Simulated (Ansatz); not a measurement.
What a trial cell of Sr3Sc4Ta relaxes into

These are results of Ansatz 0.2.0, DFT PBE, scalar-relativistic, plane waves, PAW, not measurements.

Sr3Sc4Ta was placed on the sites of a reported VCu3S4 cell (P-43m, No. 215), with Ta in place of V, Sr in place of Cu, Sc in place of S, at a guessed volume.

Input of the last, converged step (default PAW datasets):

```yaml
crystal:
  lattice:
    - [6.4207235944, 0.0, 0.0]
    - [0.0, 6.4207235944, 0.0]
    - [0.0, 0.0, 6.4207235944]
  atoms:
    - { symbol: Sr, position: [0.5, 0.0, 0.0] }
    - { symbol: Sr, position: [0.0, 0.5, 0.0] }
    - { symbol: Sr, position: [0.0, 0.0, 0.5] }
    - { symbol: Sc, position: [0.3327622855, 0.3327622855, 0.3327622855] }
    - { symbol: Sc, position: [0.3327622855, 0.6672377145, 0.6672377145] }
    - { symbol: Sc, position: [0.6672377145, 0.6672377145, 0.3327622855] }
    - { symbol: Sc, position: [0.6672377145, 0.3327622855, 0.6672377145] }
    - { symbol: Ta, position: [0.0, 0.0, 0.0] }
basis:
  ecutwfc: 420
kpoints:
  mp_grid: { grid: [6, 6, 6] }
hamiltonian:
  xc: pbe
scf:
  occupations: { method: gaussian, width: 0.1 }
output:
  forces: true
  stress: true
  eigenvalues: true
relax:
  adjacent_minimum: "off"
  f_tol: 0.01
  max_steps: 80
  cell: { stress_tol: 0.05 }
```

Launched as:

```bash
ansatz run input.yaml --threads 1 --pin off --max-ram 2560MiB --backend cpu --events-out ev --progress --plain --runs-dir out
```

The run took 110 s on 1 thread of Arm Neoverse V1 (shared host), peak memory 0.56 GiB.

The program printed at the end:

```
SCF converged after 8 iterations
Free energy (F): -29099.189822 eV
Harris-Foulkes:  -29099.189822 eV  (|F-HF|=7.28e-12)
Internal energy: -29099.110524 eV  (E = F + TS)
E sigma→0 (E₀):  -29099.150173 eV
Entropy (-TS):   -0.079298 eV (-9.912 meV/atom)
Fermi energy:    7.557299 eV
--- Per-component energies (eV) ---
  E_band       = -1321.281143
  E_kinetic    = 2135.349580
  E_local      = -7099.996314  (includes V_loc(G=0)·N_el)
  E_nonlocal   = 960.227140
  E_hartree    = 2288.963753
  E_xc         = -1146.872870
  E_vxc        = -1195.166000  (∫ρ·V_xc dr)
  E_paw        = -20303.301391  (= ΣΔE_a)
  E_vpaw       = -699.623329  (= ΣTr[D̂ρ^β])
  E_aug_tail   = 0.000180  (compensation charges beyond the density's cutoff)
  E_ewald      = -5933.480603
  E_smearing   = -0.079298  (= −TS)
  E_closure    =  0.000000  (closes the sum)
  Σ components = -29099.189822   (vs F -29099.189822, Δ=0.00e0)
--- Forces (eV/Å), atoms counted from 1 ---
  atom   1  Sr     0.00000000     0.00000000     0.00000000
  atom   2  Sr     0.00000000     0.00000000     0.00000000
  atom   3  Sr     0.00000000     0.00000000     0.00000000
  atom   4  Sc     0.00031184     0.00031184     0.00031184
  atom   5  Sc     0.00031184    -0.00031184    -0.00031184
  atom   6  Sc    -0.00031184    -0.00031184     0.00031184
  atom   7  Sc    -0.00031184     0.00031184    -0.00031184
  atom   8  Ta     0.00000000     0.00000000     0.00000000
  max |Σ_I F_I| component: 4.45e-17 eV/Å
--- Stress (GPa, compression-positive) ---
        0.036996       0.000000       0.000000
        0.000000       0.036996       0.000000
        0.000000       0.000000       0.036996
  P = ⅓ Tr σ = 0.0370 GPa (0.370 kbar)
--- Relaxed structure (2 steps of the walk, 2 accepted, 1 SCFs on fresh bases) ---
  F+E_penalty+E_count = -29099.18982201 eV   max|allowed force component| = 3.118e-4 eV/Å   (the final SCF, on the basis selected at the relaxed cell)
  cell:  # Å, volume = 264.8594 Å³
    - [6.422022, 0.000000, 0.000000]
    - [0.000000, 6.422022, 0.000000]
    - [0.000000, 0.000000, 6.422022]
  atoms:
    - { symbol: Sr, position: [0.500000, 0.000000, 0.000000] }
    - { symbol: Sr, position: [0.000000, 0.500000, 0.000000] }
    - { symbol: Sr, position: [0.000000, 0.000000, 0.500000] }
    - { symbol: Sc, position: [0.333367, 0.333367, 0.333367] }
    - { symbol: Sc, position: [0.333367, 0.666633, 0.666633] }
    - { symbol: Sc, position: [0.666633, 0.666633, 0.333367] }
    - { symbol: Sc, position: [0.666633, 0.333367, 0.666633] }
    - { symbol: Ta, position: [0.000000, 0.000000, 0.000000] }
```

Absolute energies hang on the potentials; compare differences alone.

The result has space group P-43m (No. 215). Sr has 2 Ta at 3.21 Å and 4 Sc at 3.21 Å; Sc is coordinated by 3 Sc at 3.03 Å, 3 Sr at 3.21 Å and 1 Ta at 3.71 Å; Ta has 6 Sr at 3.21 Å and 4 Sc at 3.71 Å.

Against the elements it lies at 1.13 eV/atom. Energies over the elements count from the elements' standard structures at the same level, with no empirical corrections.

For metals, differences of a few meV/atom aren't resolved. Spin–orbit coupling is left out.

Symmetry constrained the relaxation, so the result can be a saddle point.